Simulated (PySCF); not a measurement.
Series N+XY, Y = H, computed as singlets and as triplets. All species are isolated molecules in the gas phase. One relaxed conformer stands for each flexible species; it need not be the lowest. Strings in code marks are SMILES.

The highest occupied spin orbital from two functionals at the same geometries (PBE0-D3(BJ)/def2-TZVP), both in PySCF: PBE-D3(BJ)/def2-TZVP and PBE0-D3(BJ)/def2-TZVP. 

```tsv
species	PBE-D3(BJ)/def2-TZVP (eV)
X = H, multiplicity 3 (`[NH2+]` (lower triplet))	-18.93
X = cyano, multiplicity 3 (`N#C[NH+]` (lower triplet))	-16.20
X = ethynyl, multiplicity 3 (`[NH+]C#C` (lower triplet))	-13.94
X = mercapto, multiplicity 3 (`[NH+]S` (excited triplet; H–N–S–H torsion 101°))	-13.72
```

Question: What does PBE0-D3(BJ)/def2-TZVP give for each?

Answer: 
- X = H, multiplicity 3 (`[NH2+]` (lower triplet)): -20.95
- X = cyano, multiplicity 3 (`N#C[NH+]` (lower triplet)): -17.94
- X = ethynyl, multiplicity 3 (`[NH+]C#C` (lower triplet)): -15.38
- X = mercapto, multiplicity 3 (`[NH+]S` (excited triplet; H–N–S–H torsion 101°)): -15.22
Over these rows, drawn at random from the members with no instability flagged (it was tested for open shells, ions and some series alone), PBE minus PBE0-D3(BJ): mean +1.68 eV, from +1.44 eV to +2.02 eV.
